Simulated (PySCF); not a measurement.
A PySCF script (with the pyscf-properties extension) for the NMR shieldings of `C[PH](C)=S`, C2H7PS, on a PBE0-D3(BJ)/def2-TZVP geometry:

```python
import basis_set_exchange as bse
import numpy as np
from pyscf import gto, dft
from pyscf.prop import nmr

atoms = """
C    -1.284615   -0.664200    0.304274
P    -0.176640    0.720124   -0.055312
C     1.455361   -0.024780   -0.284789
S    -0.251085    2.190895    1.195843
H    -1.171983   -1.462932   -0.431686
H    -2.311462   -0.297875    0.299168
H    -1.055649   -1.040307    1.302597
H    -0.539560    1.045375   -1.384490
H     2.148448    0.751564   -0.609256
H     1.795942   -0.415502    0.675373
H     1.423758   -0.828118   -1.024344
"""
names = dict.fromkeys(["C", "P", "S", "H"], "pcSseg-2")
basis = {el: gto.basis.parse(bse.get_basis(n, elements=[el], fmt="nwchem")) for el, n in names.items()}
mol = gto.M(atom=atoms, basis=basis, charge=0, verbose=0)
mf = dft.RKS(mol, xc="PBE0")
mf.grids.level = 2
mf.grids.alignment = dft.numint.BLKSIZE   # the property module wants whole blocks of grid points
mf.conv_tol = 1e-9
mf.kernel()

calc = nmr.RKS(mf)   # GIAO
C = mf.mo_coeff
Co = C[:, mf.mo_occ > 0]
resp = mf.gen_response(singlet=True, hermi=2)
def vind(x):   # induced exchange potential for any number of trial vectors
    d = np.einsum("pi,xij,qj->xpq", C, 2 * x.reshape(-1, C.shape[1], Co.shape[1]), Co, optimize=True)
    return np.einsum("xpq,pi,qj->xij", resp(d - d.transpose(0, 2, 1)), C, Co, optimize=True).ravel()
mo1, _ = nmr.rhf.solve_mo1(calc, with_cphf=vind)
sigma = calc.kernel(mo1)
for i, s in enumerate(sigma):   # ppm
    w = np.linalg.eigvalsh((s + s.T) / 2)
    print("%2d %-2s iso %8.1f  s11 %8.1f  s22 %8.1f  s33 %8.1f" % (i, mol.atom_pure_symbol(i), w.mean(), *w))
```

Q: What does it print?

A: 
```
 0 C  iso    163.4  s11    145.4  s22    155.1  s33    189.6
 1 P  iso    316.7  s11    235.2  s22    255.3  s33    459.5
 2 C  iso    163.3  s11    144.7  s22    155.5  s33    189.5
 3 S  iso    741.9  s11    685.0  s22    769.2  s33    771.6
 4 H  iso     30.2  s11     25.7  s22     27.8  s33     37.1
 5 H  iso     29.9  s11     26.2  s22     28.0  s33     35.6
 6 H  iso     30.2  s11     27.5  s22     28.6  s33     34.5
 7 H  iso     24.1  s11     20.3  s22     21.4  s33     30.7
 8 H  iso     29.9  s11     26.1  s22     28.1  s33     35.5
 9 H  iso     30.2  s11     27.5  s22     28.5  s33     34.5
10 H  iso     30.2  s11     25.7  s22     27.7  s33     37.1
```

These numbers come from an equivalent density-fitted implementation of the same equations, which agrees with the script to about 0.01 ppm for H and up to a few tenths of a ppm for heavy atoms, so last digits may differ.

Q: Turn these shieldings into chemical shifts. δ = σ(ref) − σ, references computed at the same level: $^{13}$C (186.03 ppm) and $^{1}$H (31.52 ppm) vs TMS; $^{31}$P (310.75 ppm) against H3PO4; $^{33}$S (512.98 ppm) against CS2.

A: Averaging equivalent atoms: C 0/2: 22.7; P 1: -5.9; S 3: -229; H 7: 7.40; H 4/5/6/8/9/10: 1.43 ppm. Experimental scales use liquid or dissolved standards, which lie at an offset from isolated H3PO4.

Size and cost of the density-fitted run: 256 basis functions, 28 s wall time on 1 thread of an Arm Neoverse V1, shared host; peak memory 1.2 GiB.
